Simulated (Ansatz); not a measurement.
**C₂H₃F₃S: basis-set convergence**

An exercise on one series of results from a longer session: the logs are not shown, and one member is left open.

Program: Ansatz 0.2.0, Gaussian basis. Level of theory: one geometry, several basis sets. These are calculated values, not measurements.

The runs, in order: PBE0-D4/def2-SVP; ωB97M-V/def2-SVP; PBE0-D4/def2-QZVPP; ωB97M-V/def2-QZVPP; the functionals' def2-TZVPP values are taken from earlier runs.

## Structure used throughout

An earlier PBE0-D4 in a triple-zeta def2 set relaxation fixed the geometry.

9 atoms, charge 0, spin multiplicity 1.

Atoms are counted from 1 here; the program's logs count them from 0.

Bond lengths: C1–S2 1.799 Å, C1–H7 1.090 Å, C1–H8 1.089 Å, C1–H9 1.089 Å, S2–C3 1.797 Å, C3–F4 1.338 Å, C3–F5 1.331 Å, C3–F6 1.338 Å. Angles: S2–C1–H7 105.7°, S2–C1–H8 111.0°, S2–C1–H9 111.0°, H7–C1–H8 109.1°, H7–C1–H9 109.1°, H8–C1–H9 110.8°, C1–S2–C3 98.4°, S2–C3–F4 112.9°, S2–C3–F5 108.3°, S2–C3–F6 112.9°, F4–C3–F5 108.0°, F4–C3–F6 106.4°, F5–C3–F6 108.0°.

Geometry (Å):

```xyz
9
charge 0, multiplicity 1
C    -0.2646   -1.1001    0.8101
S     1.1807   -0.3345    0.0601
C     0.3524    1.0228   -0.7768
F    -0.5501    0.6094   -1.6736
F     1.2706    1.7420   -1.4182
F    -0.2965    1.8356    0.0645
H     0.1125   -1.9583    1.3663
H    -0.9619   -1.4474    0.0492
H    -0.7544   -0.4158    1.5013
```

The first run:

The input, in.yaml:

```yaml
crystal:
  periodic: [false, false, false]
  atoms:
    - {symbol: C, position_ang: [-0.264557, -1.100088, 0.810138]}
    - {symbol: S, position_ang: [1.180656, -0.334511, 0.060101]}
    - {symbol: C, position_ang: [0.352418, 1.022751, -0.776842]}
    - {symbol: F, position_ang: [-0.550054, 0.609373, -1.673643]}
    - {symbol: F, position_ang: [1.270569, 1.742003, -1.418169]}
    - {symbol: F, position_ang: [-0.296527, 1.835610, 0.064455]}
    - {symbol: H, position_ang: [0.112472, -1.958337, 1.366302]}
    - {symbol: H, position_ang: [-0.961941, -1.447420, 0.049246]}
    - {symbol: H, position_ang: [-0.754434, -0.415783, 1.501312]}
basis:
  gaussian: {orbitals: def2-SVP}
hamiltonian: {xc: pbe0, dispersion: d4}
output: {orbitals: {seedname: orbitals}}
```

Among the steps run: PBE0-D4 in def2-SVP; ωB97M-V in def2-SVP; PBE0-D4 in def2-QZVPP; ωB97M-V in def2-QZVPP.

One of the session's tables, all rows but one given; the rest of the session is left out.

It belongs to the step «Functionals by basis». 

| functional | basis | HOMO (eV) | LUMO (eV) |
| --- | --- | --- | --- |
| PBE0-D4 | def2-SVP | -7.44 | 0.64 |
| PBE0-D4 | def2-TZVPP | -7.51 | 0.09 |
| PBE0-D4 | def2-QZVPP | -7.54 | -0.12 |
| ωB97M-V | def2-SVP | -9.67 | 2.79 |
| ωB97M-V | def2-TZVPP | -9.77 | 2.05 |
| ωB97M-V | def2-QZVPP | ? | ? |

Q: Estimate the row for ωB97M-V, def2-QZVPP from the others.

As computed: HOMO (eV): -9.81; LUMO (eV): 1.50. In the column «HOMO (eV)» it is the lowest.
